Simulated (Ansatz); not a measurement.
# CH3NS (SMILES S.C#N): Born-Oppenheimer dynamics

Aim: follow the atoms for 30 steps of 0.75 fs at constant energy, with velocities drawn for 200 K.

The runs use Ansatz 0.2.0, Gaussian basis; PBE0-D4/cc-pVDZ.

116 further runs of the same task are left out: 116 set aside as unsound or not needed.

## (1) Where the work starts

The start, a pair relaxed at PBE0-D4: SMILES `S.C#N`, 6 atoms, charge 0, spin multiplicity 1.

Atoms are counted from 1 here; the program's logs count them from 0.

Bond lengths: S1–H2 1.341 Å, S1–H3 1.344 Å, C4–N5 1.145 Å, C4–H6 1.069 Å. Angles: H2–S1–H3 92.5°, N5–C4–H6 180.0°.

Coordinates:

```xyz
6
charge 0, multiplicity 1
S     0.0707   -0.4489   -2.5927
H     0.0385    0.8758   -2.7994
H     0.0379   -0.3010   -1.2569
C    -0.0496   -0.0416    2.2415
N    -0.0215   -0.0536    1.0973
H    -0.0760   -0.0307    3.3102
```

## (2) The run

md/in.yaml

```yaml
crystal:
  periodic: [false, false, false]
  atoms:
    - {symbol: S, position_ang: [0.070746, -0.448875, -2.592748]}
    - {symbol: H, position_ang: [0.038473, 0.875775, -2.799382]}
    - {symbol: H, position_ang: [0.037915, -0.301001, -1.256854]}
    - {symbol: C, position_ang: [-0.049647, -0.041587, 2.241519]}
    - {symbol: N, position_ang: [-0.021508, -0.053618, 1.097302]}
    - {symbol: H, position_ang: [-0.075978, -0.030695, 3.310163]}
basis:
  gaussian: {orbitals: cc-pVDZ}
hamiltonian: {xc: pbe0, dispersion: d4}
md: {n_steps: 30, timestep: 0.75, temperature: 200, ensemble: nve, seed: 381, initial_velocities: maxwell_boltzmann}
```

On the command line:

```sh
$ ansatz run in.yaml --threads 2 --pin off --events-out ev --progress --plain --max-ram 5222MiB
```

**Question.** What will these runs give? Wanted: temperature at the start; mean temperature, second half; lowest and highest potential energy, from the first frame; largest change of potential + kinetic.

The runs gave:

| quantity | value |
| --- | --- |
| length | 30 steps, 22.5 fs |
| temperature at the start | 200 K |
| mean temperature, second half | 155 K |
| lowest and highest potential energy, from the first frame | 0 and 45 meV |
| largest change of potential + kinetic | 0.7 meV |

With no thermostat the total energy should stay fixed; it holds within 0.7 meV, small beside the kinetic energy, so the time step serves. The instant temperature ranges from 114 to 200 K, as energy passes between motion and strain. The molecule keeps its bonds.
